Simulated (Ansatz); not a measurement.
For hcp Ag (model structure), PBEsol in Ansatz (plane waves, PAW) gives:

```
Quantity               Value
-------------------  -------
lattice parameter a  2.861 Å
c axis length        4.707 Å
```

Question: What does r²SCAN (PAW; Ansatz, a quantum-chemistry and plane-wave program) give for the same quantities?

Answer: 
- lattice constant a: 2.897 Å (goes up by 1.3 %)
- lattice parameter c: 4.765 Å (rises by 1.2 %)

Changes are worked out from the printed values.

Unless a cell is named, each level is at its own relaxed cell (PBEsol 16.69, r²SCAN 17.32 Å³/atom).

Ansatz's density-functional and Hartree–Fock values are scalar-relativistic unless marked +SOC, with PAW data made under PBE.

A model structure was made by putting elements into a prototype or built by hand; it is no filed structure, need not be a known phase, and can be a saddle point held by its symmetry.
